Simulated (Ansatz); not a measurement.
# CH7Si (doublet): wave-function methods side by side at distance C1–H5 along a hydrogen transfer = 1.090 Å, cc-pVDZ

How much of the correlation energy of CH7Si (doublet) does each wave-function method recover here?

Computed with Ansatz 0.2.0, Gaussian basis. Level: cc-pVDZ, core rule «outside noble gas», up to 6 orbitals frozen.

The runs, in order: UHF; CCSD(T) on ROHF; CCSD(T) on UHF; BCCD(T) on ROHF; CISD; CCSDT(Q) on ROHF; CCSDT(Q) on UHF; CASSCF and MRCISD+Q, 3 electrons in 3 orbitals; CASSCF and NEVPT2, 3 electrons in 3 orbitals; CASSCF and NEVPT2, 9 electrons in 9 orbitals.

1 further run of the same task is left out (it didn't finish).

## 1. The geometry

The geometry derives from fragments relaxed apart (PBE0/def2-TZVP) and kept rigid, so it is no stationary point. A hydrogen atom is moved between rigid fragments.

9 atoms, charge 0, spin multiplicity 2.

Atoms are counted from 1 here; the program's logs count them from 0.

Bond lengths: C1–H2 1.090 Å, C1–H3 1.090 Å, C1–H4 1.090 Å, C1–H5 1.090 Å, Si6–H7 1.486 Å, Si6–H8 1.486 Å, Si6–H9 1.486 Å. Angles: H2–C1–H3 109.5°, H2–C1–H4 109.5°, H2–C1–H5 109.5°, H3–C1–H4 109.5°, H3–C1–H5 109.5°, H4–C1–H5 109.5°, H7–Si6–H8 111.3°, H7–Si6–H9 111.3°, H8–Si6–H9 111.3°.

As a file:

```xyz
9
charge 0, multiplicity 2
C    -1.91778    0.00000    0.00000
H    -2.28098    1.02730    0.00000
H    -2.28098   -0.51365    0.88967
H    -2.28098   -0.51365   -0.88967
H    -0.82816    0.00000    0.00000
Si    0.94522    0.00000    0.00000
H     1.39520   -1.41625    0.00000
H     1.39520    0.70813   -1.22651
H     1.39520    0.70813    1.22651
```

## 2. UHF

Contents of in.yaml:

```yaml
crystal:
  periodic: [false, false, false]
  atoms:
    - {symbol: C, position_ang: [-1.917777, 0.000000, 0.000000]}
    - {symbol: H, position_ang: [-2.280983, 1.027301, 0.000000]}
    - {symbol: H, position_ang: [-2.280983, -0.513650, 0.889668]}
    - {symbol: H, position_ang: [-2.280983, -0.513650, -0.889669]}
    - {symbol: H, position_ang: [-0.828161, 0.000000, 0.000000]}
    - {symbol: Si, position_ang: [0.945223, 0.000000, 0.000000]}
    - {symbol: H, position_ang: [1.395196, -1.416253, 0.000000]}
    - {symbol: H, position_ang: [1.395196, 0.708127, -1.226511]}
    - {symbol: H, position_ang: [1.395196, 0.708127, 1.226511]}
basis:
  gaussian: {orbitals: cc-pVDZ}
magnetization: {spin_polarized: true, initial_magnetization: 1}
hamiltonian: {xc: hf}
output: {orbitals: {seedname: orbitals}}
```

Run with:

```sh
> ansatz run in.yaml --threads 1 --pin off --events-out ev --progress --plain --max-ram 4096MiB --backend cpu
```

After this run come: CCSD(T) on ROHF; CCSD(T) on UHF; BCCD(T) on ROHF; CISD; CCSDT(Q) on ROHF; CCSDT(Q) on UHF; CASSCF and MRCISD+Q, 3 electrons in 3 orbitals; CASSCF and NEVPT2, 3 electrons in 3 orbitals; CASSCF and NEVPT2, 9 electrons in 9 orbitals.

Before running them: what should the planned runs give, taken together? Wanted: UCCSDT(Q) below the RHF energy; RMP2 from UCCSDT(Q); UMP2 from UCCSDT(Q); RCCSD from UCCSDT(Q); RCCSD(T) from UCCSDT(Q); UCCSD(T) from UCCSDT(Q); RCCSDT(Q) from UCCSDT(Q); NEVPT2 frontier from UCCSDT(Q); T1 diagnostic.

The runs gave:

| quantity | value |
| --- | --- |
| UCCSDT(Q) below the RHF energy | -8.9516 eV |
| RMP2 from UCCSDT(Q) | +1562.4 meV |
| UMP2 from UCCSDT(Q) | +1576.6 meV |
| RCCSD from UCCSDT(Q) | +233.2 meV |
| RCCSD(T) from UCCSDT(Q) | +36.7 meV |
| UCCSD(T) from UCCSDT(Q) | +37.1 meV |
| RCCSDT(Q) from UCCSDT(Q) | +0.4 meV |
| NEVPT2 frontier from UCCSDT(Q) | +1624.2 meV |
| levels within 1 kcal/mol (43 meV) | RCCSD(T), UCCSD(T), BCCD(T), RCCSDT, UCCSDT, RCCSDT(Q) |
| T1 diagnostic | 0.014 |

In words: RCCSD(T) misses by +36.7 meV, 0.4 % of the correlation energy. These misses are within one basis, not against nature; the frozen cores of restricted and unrestricted runs differ, which can shift their rows.
